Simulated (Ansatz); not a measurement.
Take Pt in the fcc (Cu type) structure (space group Fm-3m, No. 225) as the base.

```yaml
crystal:
  lattice:
    - [0.00000, 1.98504, 1.98504]
    - [1.98504, 0.00000, 1.98504]
    - [1.98504, 1.98504, 0.00000]
  atoms:
    - { symbol: Pt, position: [0.00000, 0.00000, 0.00000] }
```

Levels (all Ansatz, a first-principles code, PAW, earlier PAW set): PBE (420 eV, without spin-orbit coupling); r2SCAN (500 eV, without spin-orbit coupling).

Levels that relaxed their own cell: PBE and r2SCAN.

```
level   lattice parameter a
------  -------------------
PBE                 3.970 Å
r2SCAN              3.940 Å
```

Measured: lattice parameter a 3.913 Å (static lattice; corrected from measurement; as listed in Daniel Mejia-Rodriguez, S. B. Trickey, Phys. Rev. B (2018)).

Computed minus measured — lattice parameter a: PBE +1.5 %, r2SCAN +0.7 % (closest: r2SCAN).

No phonon test of stability was made. The final runs are not spin-polarised.
